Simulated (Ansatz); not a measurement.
```yaml
crystal:
  periodic: [false, false, false]
  atoms:
    - {symbol: Ti, position_ang: [0.065640, 0.000192, -0.251118]}
    - {symbol: O, position_ang: [1.588078, 0.011497, 0.229353]}
    - {symbol: F, position_ang: [-0.761590, 1.435755, 0.218209]}
    - {symbol: F, position_ang: [-0.741181, -1.445921, 0.221341]}
basis:
  gaussian: {orbitals: def2-TZVP}
hamiltonian: {xc: pbe0}
relax: {f_tol: 0.004, max_steps: 80}
```

```sh
$ ansatz run in.yaml --threads 1 --pin off --events-out ev --progress --plain --max-ram 2176MiB
```

Steps of the relaxation (energy above the last step; positions in Å, forces in eV/Å):

```
4
step 1, 181.0 meV
Ti    0.066    0.000   -0.251    1.624    0.011   -0.606
O     1.588    0.011    0.229    0.154    0.001   -0.115
F    -0.762    1.436    0.218   -0.901    1.660    0.359
F    -0.741   -1.446    0.221   -0.877   -1.672    0.362
```

```
4
step 2, 62.9 meV
Ti    0.066    0.000   -0.209    0.806    0.006    0.025
O     1.608    0.012    0.215   -0.172   -0.001   -0.151
F    -0.772    1.487    0.204   -0.322    0.683    0.062
F    -0.751   -1.498    0.208   -0.312   -0.688    0.064
```

```
4
step 3, 18.0 meV
Ti    0.051    0.000   -0.086    0.261    0.002    0.347
O     1.634    0.012    0.175   -0.747   -0.005   -0.149
F    -0.778    1.581    0.163    0.246   -0.404   -0.099
F    -0.756   -1.592    0.166    0.240    0.408   -0.100
```

```
4
step 6, 0.0 meV
Ti    0.033    0.000    0.048   -0.002    0.000   -0.001
O     1.623    0.012    0.130    0.001    0.000    0.000
F    -0.764    1.600    0.118    0.001    0.000    0.000
F    -0.741   -1.611    0.122    0.001    0.000    0.000
```

Close pairs at the end: Ti1–O2 1.592 Å, Ti1–F3 1.789 Å, Ti1–F4 1.789 Å.

A stationary point of restricted PBE0 after 6 steps (its stability towards spin polarisation wasn't tested); no frequencies were run, so it isn't proven a minimum. 27 s on 1 thread of Intel Xeon Platinum 8375C, shared host.
